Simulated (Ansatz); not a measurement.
Geometry optimisation, RKS PBE0-D4/cc-pVDZ (Ansatz).

input.yaml

```yaml
crystal:
  periodic: [false, false, false]
  atoms:
    - { symbol: Al, position_ang: [0.0, 0.0, 0.0] }
    - { symbol: H, position_ang: [0.0, 0.0, 1.91] }
    - { symbol: H, position_ang: [1.351, 0.0, -0.78] }
    - { symbol: H, position_ang: [-1.351, 0.0, -0.78] }
    - { symbol: S, position_ang: [0.107, -2.427, 0.8072] }
    - { symbol: H, position_ang: [-0.6505, -3.2374, -0.0469] }
    - { symbol: H, position_ang: [0.0431, -0.9786, 1.9592] }
basis:
  gaussian: { orbitals: cc-pVDZ }
hamiltonian:
  xc: pbe0
  dispersion: d4
relax:
  f_tol: 0.15
  max_steps: 25
  restrain:
    - { distance: [0, 4], at: 3.46, k: 30.0 }
    - { distance: [6, 1], at: 1.86, k: 30.0 }
    - { distance: [0, 1], at: 1.56, k: 30.0 }
    - { distance: [6, 4], at: 1.4, k: 30.0 }
```

Launched with:

```bash
$ ansatz run input.yaml --threads 1 --pin off --max-ram 2048MiB --backend cpu --events-out ev --progress --plain --runs-dir out
```

**Question.** Where does it end, and by what steps?

**Answer.** The forces met the threshold. The restraints hold the end off the free minimum. After 10 steps the energy has fallen by 1.138 eV (the restraints' own energy left out); H6 moved furthest, 0.90 Å. Parted: Al1–S5 (2.56 → 3.45 Å). Joined: S5–H7 (1.85 → 1.39 Å).

| step | energy less start (eV) | largest force component (eV/Å) | accepted |
| --- | --- | --- | --- |
| 0 | 0.0000 | 2.807 | yes |
| 1 | 0.5409 | 2.025 | yes |
| 2 | 0.3055 | 2.039 | yes |
| 3 | -0.3430 | 1.626 | yes |
| 4 | -0.9006 | 1.481 | yes |
| 5 | -1.0532 | 0.879 | yes |
| 6 | -1.1022 | 0.723 | yes |
| 7 | -1.1307 | 0.653 | yes |
| 8 | -1.1156 | 1.058 | no |
| 9 | -1.1350 | 0.632 | yes |
| 10 | -1.1378 | 0.651 | yes |

```xyz
7
Properties=species:S:1:pos:R:3
Al 0.043 0.291 -0.085
H -0.122 0.081 1.467
H 1.468 0.678 -0.679
H -1.254 0.175 -1.005
S 0.293 -2.980 0.982
H -1.037 -3.123 0.763
H 0.109 -1.765 1.626
```

Time of the run: 22 s on 1 thread of Arm Neoverse V1, with other jobs on the host, peak memory 0.12 GiB.
